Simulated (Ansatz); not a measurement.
**AlH₂O (sextet): wave-function methods side by side, cc-pVTZ**

Aim: climb from Hartree-Fock through coupled cluster for AlH₂O (sextet) at one geometry and basis, and see what each rung misses.

Program: Ansatz 0.2.0, Gaussian basis. Level of theory: cc-pVTZ, core rule «outside noble gas», up to 6 orbitals frozen. These are calculated values, not measurements.

Plan: UHF; CCSD(T) on ROHF; CCSD(T) on UHF; BCCD(T) on ROHF; CCSDT(Q) on ROHF; CCSDT(Q) on UHF.

15 further runs of the same task are left out: 10 for a known fault of the program, 5 set aside as unsound or not needed.

### 1 The geometry

The geometry is a PBE0/def2-TZVP stationary point (not a proven minimum) of the parent state, kept for this charge and spin.

4 atoms, charge 0, spin multiplicity 6.

Atoms are counted from 1 here; the program's logs count them from 0.

Bond lengths: Al1–O2 1.747 Å, Al1–H3 1.777 Å, Al1–H4 1.777 Å. Angles: O2–Al1–H3 65.9°, O2–Al1–H4 65.9°, H3–Al1–H4 131.8°.

### 2 UHF

File in.yaml:

```yaml
crystal:
  periodic: [false, false, false]
  atoms:
    - {symbol: Al, position_ang: [0.000000, 0.000000, 0.653528]}
    - {symbol: O, position_ang: [0.000000, 0.000000, -1.093006]}
    - {symbol: H, position_ang: [0.000000, -1.622098, -0.072304]}
    - {symbol: H, position_ang: [0.000000, 1.622098, -0.072304]}
basis:
  gaussian: {orbitals: cc-pVTZ}
magnetization: {spin_polarized: true, initial_magnetization: 5}
hamiltonian: {xc: hf}
output: {orbitals: {seedname: orbitals}}
```

Command:

```
$ ansatz run in.yaml --threads 1 --pin off --events-out ev --progress --plain --max-ram 2560MiB --backend cpu
```

Further steps of the session: CCSD(T) on ROHF; CCSD(T) on UHF; BCCD(T) on ROHF; CCSDT(Q) on ROHF; CCSDT(Q) on UHF.

**Question.** What will the summary of the whole plan be? Wanted: UCCSDT(Q) below the RHF energy; RMP2 from UCCSDT(Q); UMP2 from UCCSDT(Q); RCCSD from UCCSDT(Q); RCCSD(T) from UCCSDT(Q); UCCSD(T) from UCCSDT(Q); RCCSDT(Q) from UCCSDT(Q); T1 diagnostic.

As calculated:

| quantity | value |
| --- | --- |
| UCCSDT(Q) below the RHF energy | -7.5718 eV |
| RMP2 from UCCSDT(Q) | +91.8 kJ/mol |
| UMP2 from UCCSDT(Q) | +91.6 kJ/mol |
| RCCSD from UCCSDT(Q) | +32.2 kJ/mol |
| RCCSD(T) from UCCSDT(Q) | +4.5 kJ/mol |
| UCCSD(T) from UCCSDT(Q) | +4.8 kJ/mol |
| RCCSDT(Q) from UCCSDT(Q) | +0.7 kJ/mol |
| levels within 1 kcal/mol (43 meV) | RCCSDT, UCCSDT, RCCSDT(Q) |
| T1 diagnostic | 0.043 |

**Reading.** RCCSD(T) misses by +4.5 kJ/mol, 0.6 % of the correlation energy. These misses are within one basis, not against nature; the frozen cores of restricted and unrestricted runs differ, which can shift their rows.
